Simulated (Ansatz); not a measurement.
Input for Ansatz (development build ahead of 0.2.0):

```yaml
crystal:
  periodic: [false, false, false]
  atoms:
    - { symbol: C, position_ang: [-1.44717, -0.49182, -0.00025] }
    - { symbol: "N", position_ang: [-0.57509, 0.57057, -5.0e-05] }
    - { symbol: C, position_ang: [0.79897, 0.44789, 9.0e-05] }
    - { symbol: H, position_ang: [-2.5048, -0.29017, 0.00146] }
    - { symbol: H, position_ang: [-1.02384, -1.48129, 9.0e-05] }
    - { symbol: H, position_ang: [-0.95098, 1.50778, -0.00055] }
    - { symbol: H, position_ang: [1.30077, 1.43105, 0.0004] }
    - { symbol: O, position_ang: [1.38671, -0.61222, -1.0e-05] }
basis:
  gaussian: { orbitals: cc-pVTZ }
magnetization:
  initial_magnetization: 1
hamiltonian:
  xc: hf
correlation:
  method: mp2
  frozen_orbitals: { C: 1, H: 0, "N": 1, O: 1 }
output:
  forces: true
```

The input is written out in the form of the current development build from the run's settings. Correlation on restricted open-shell orbitals is semicanonical, with singles.

Results

```json
{
  "Converged": "yes",
  "Reference energy": "-207.41010 hartree",
  "Correlation energy": "-0.74967 hartree",
  "Total energy": "-208.15977 hartree",
  "Spin squared of the determinant": "0.750",
  "Stability test": "minimum among restricted orbitals"
}
```

Forces (eV/Å):
| atom | Fx | Fy | Fz |
| --- | --- | --- | --- |
| C1 | -0.022 | -0.156 | 0.001 |
| N2 | 0.107 | 0.261 | 0.000 |
| C3 | -0.334 | 0.281 | 0.000 |
| H4 | 0.170 | -0.014 | -0.001 |
| H5 | -0.042 | 0.133 | 0.000 |
| H6 | 0.108 | -0.162 | 0.001 |
| H7 | -0.098 | -0.152 | 0.000 |
| O8 | 0.110 | -0.191 | 0.000 |
